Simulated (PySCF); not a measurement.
Geometries of 2 isomers of [C4H3O2]- (charge -1), from PBE0-D3(BJ)/def2-SVP geometry optimisation, gas phase in PySCF. One conformer each, no zero-point energy, no frequencies.

Task: Which is lower in electronic energy at this level?
A.
```xyz
9
angstrom
O      2.265   -1.041   -0.262
C      1.444   -0.185    0.120
O      1.616    0.843    0.809
C     -0.015   -0.430   -0.328
C     -0.940    0.745   -0.502
C     -1.150    0.022    0.553
H     -0.146   -1.325   -0.963
H     -1.129    1.659   -1.062
H     -1.638   -0.108    1.516
```
B.
```xyz
9
angstrom
C     -1.969   -0.115   -0.037
C     -0.705   -0.303    0.278
C      0.557   -0.471    0.571
C      1.773    0.132   -0.231
O      2.813   -0.523   -0.050
O      1.540    1.135   -0.914
H     -2.480   -0.745   -0.776
H     -2.552    0.702    0.406
H      0.834   -1.149    1.388
```

Result: B. That is `C=C=CC(=O)[O-]`, 22.2 kcal/mol below the other.

```
         SMILES                   atoms numbered as above      E (Eh)  relative (kcal/mol)  relative (kJ/mol)  dipole about centre of mass (D)
 C=C=CC(=O)[O-]   [CH2:1]=[C:2]=[CH:3][C:4](=[O:5])[O-:6]  -304.09865                  0.0                0.0                             4.80
O=C([O-])C1C=C1  [O:1]=[C:2]([O-:3])[CH:4]1[CH:5]=[CH:6]1  -304.06322                 22.2               93.0                             5.47
```

As drawn, the higher has a three-membered ring, which the lower lacks.
